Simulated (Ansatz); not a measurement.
Frontier orbitals of AlH$_{5}$SSi (`[SiH3][AlH][SH]`).

Cartesian coordinates in Å:
```
Si -1.0012 -0.4700 1.0991
Al 0.4470 0.6436 -0.5290
S 1.7266 -0.6440 -1.7452
H -0.7914 -1.9440 1.1127
H -2.4370 -0.2129 0.7893
H -0.7478 0.0444 2.4754
H 0.5290 2.2075 -0.7735
H 2.2748 0.3754 -2.4287
```

The species carries charge 0 and has multiplicity 1. The geometry is a stationary point of PBE0-D4/def2-TZVP. It is one conformer, not always the lowest. Basis def2-TZVPP, the Gaussian-basis code of Ansatz.

Orbital energies of one run (eV). Highest occupied ones, from the top: -7.61, -7.61, -8.40, -9.59, -9.61, -10.72, -11.63, -14.68, -19.73, -73.41, -73.46, -73.61, -98.60, -98.61. Empty: -1.93, -0.46, -0.13, 0.48, 0.95, 1.09.

Q: Which functional gave them?
A. B97M-V
B. LDA (SPW92)
C. PBE
D. B3LYP

A: D. HOMO energies: B3LYP -7.61, LDA (SPW92) -6.79, B97M-V -7.03, PBE -6.72 eV.

B3LYP here is the variant with VWN-RPA as its local correlation; programs differ in this.
